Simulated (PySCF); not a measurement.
Working out the ionisation energy of Si

Si [Ne] 3s2 3p2 (3P) → Si⁺ [Ne] 3s2 3p1 (2P). Computed with PySCF 2.14 in def2-TZVPPD (6s5p4d1f, 48 functions), with no relativity, point nucleus. Frozen: 1s2. Energies in hartree (1 hartree = 27.21139 eV):

```tsv
part	Si (lower)	Si⁺ (upper)
UHF	-288.850922	-288.570248
CCSD correlation	-0.222009	-0.206411
(T)	-0.004240	-0.002914
```

**Question.** What does Hartree-Fock give?

**Answer.** (-288.570248) − (-288.850922) = 0.280674 hartree = 7.638 eV.

**Question.** What do CCSD and CCSD(T) give?

**Answer.** The CCSD correlation energies differ by 0.015598 hartree = 0.424 eV and the triples by 0.001326 hartree = 0.036 eV, so CCSD gives 8.062 eV and CCSD(T) 8.098 eV.

Measured between the centres of the two terms (NIST): 8.157 eV, so CCSD(T) (valence and next inner shell) is off by -0.059 eV.

What remains against the reference includes basis incompleteness, the frozen core and higher excitations.
